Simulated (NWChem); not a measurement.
# Ionisation of CHO (+1)

```
C
O 1 1.1185
H 1 1.1190 2 180.00
```
Charge +1, spin multiplicity 1.

All runs are NWChem calculations. Structure: optimised with PBE/def2-SVP, a minimum by its harmonic frequencies.

Basis set: def2-TZVP. −ε marks an orbital energy of the parent.

B3LYP has NWChem's definition, with VWN1-RPA local correlation. The structure started from a generated list of species.

| method | first vertical ionisation energy (eV) |
|---|---|
| G0W0@PBE0 | 26.13 |
| −ε(HOMO) of PBE | 21.03 |
| G0W0@CAM-B3LYP | [?] |
| −ε(HOMO) of B3LYP | 22.36 |
| G0W0@PBE | 25.83 |
| −ε(HOMO) of BHandHLYP | [?] |
| evGW@PBE0 | 26.51 |
| −ε(HOMO) of TPSS | 21.05 |
| −ε(HOMO) of HF | 26.49 |

Problem. Some entries are withheld; supply them.

Solution. 
- G0W0@CAM-B3LYP, first vertical ionisation energy (eV): 26.32
- −ε(HOMO) of BHandHLYP, first vertical ionisation energy (eV): 24.14
